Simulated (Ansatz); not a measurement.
Abridged output of a molecular run in Ansatz:

```
Functional definition: HF
1095 factors; integrals over basis functions are off by at most 9.0e-4 eV
mean field evaluation 1: about -5189.1769 eV, gradient 3.3e1 eV
mean field evaluation 2: about -5189.1832 eV, gradient 3.3e1 eV
mean field evaluation 4: about -5191.7742 eV, gradient 3.8e0 eV
mean field evaluation 8: about -5191.8150 eV, gradient 2.4e-4 eV
mean field -5191.81500169 eV, -190.7956821733 hartree, gradient 1.7e-6 eV, S^2 0.000000; 0 other end points of the search recorded, 0 dependent functions left out
4 core orbitals not correlated: weight in the atoms' cores, before any rotation towards them, 1.000 or more for the frozen orbitals, at most 0.000 for the correlated occupied ones
reference -5191.81500169 eV, -190.7956821733 hartree; 11, 11 occupied and 165, 165 virtual orbitals, 1095 factors
second order -19.29060995 eV of doubles, -0.00000000 eV of singles
cycle   1  -19.32766555 eV  change   -3.7e-2 eV  update   9.9e-2
cycle   2  -19.81078613 eV  change   -4.8e-1 eV  update   3.3e-2
cycle   3  -19.94046873 eV  change   -1.3e-1 eV  update   1.7e-2
cycle   4  -19.93415430 eV  change    6.3e-3 eV  update   4.7e-3
cycle   5  -19.93347961 eV  change    6.7e-4 eV  update   1.9e-3
cycle   6  -19.93451717 eV  change   -1.0e-3 eV  update   5.4e-4
cycle   7  -19.93441231 eV  change    1.0e-4 eV  update   2.0e-4
cycle   8  -19.93436258 eV  change    5.0e-5 eV  update   6.2e-5
cycle   9  -19.93439267 eV  change   -3.0e-5 eV  update   2.2e-5
cycle  10  -19.93439969 eV  change   -7.0e-6 eV  update   8.5e-6
perturbative correction -0.90702359 eV, -0.0333325021 hartree
Total energy: -5212.65642496 eV, -191.5615903519 hartree
```

Its atoms:

Cartesian coordinates in Å:
```
C 0.938 0.525 1.118
C 0.003 0.080 0.329
C -0.941 -0.366 -0.453
O -0.827 -0.654 -1.780
H 1.584 -0.150 1.674
H 1.110 1.590 1.255
H -1.944 -0.550 -0.085
H 0.077 -0.475 -2.058
```

(1) Which basis set was used?
A. def2-QZVPP
B. def2-SVP
C. def2-TZVPPD
D. def2-TZVPP

(2) Write the keys of the input that set method, charge and spin (a neutral closed shell needs none for the last two).

Answers

(1) D. It gives 180 functions.

(2) 
```yaml
correlation: {method: ccsd_t}
```
